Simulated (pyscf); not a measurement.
digermane (H₃Ge–GeH₃) + H atom (H•) → germane (GeH₄) + GeH₃• (substitution at Ge; doublet surface; Ge–Ge broken, Ge–H formed). PySCF, gas phase, ωB97X-D3(BJ)/def2-SVP geometries. Energies in kJ/mol from the separated reactants.

| level | barrier | reaction energy |
|---|---|---|
| ωB97X-D3(BJ)/def2-TZVP | 30.5 | -46.2 |
| PBE/def2-TZVP | 1.5 | -64.4 |
| B3LYP-D3(BJ)/def2-TZVP | [?] | -76.6 |
| M06-2X/def2-TZVP | 21.1 | -82.8 |
| ωB97M-D3(BJ)/def2-TZVP | 27.0 | -76.3 |
| HF/def2-TZVP | [?] | [?] |

### Question
What belongs in the gaps?

### Answer

- B3LYP-D3(BJ)/def2-TZVP, barrier: 6.2
- HF/def2-TZVP, barrier: 83.9
- HF/def2-TZVP, reaction energy: -75.4

The functionals in the table span 29.0 kJ/mol in this barrier, from PBE to ωB97X-D3(BJ)/def2-TZVP. This is the saddle that the search found; another between the same sides may lie lower. The angle at the attacked Ge is 180°. Elements up to Kr have no core potential and no relativistic terms here.
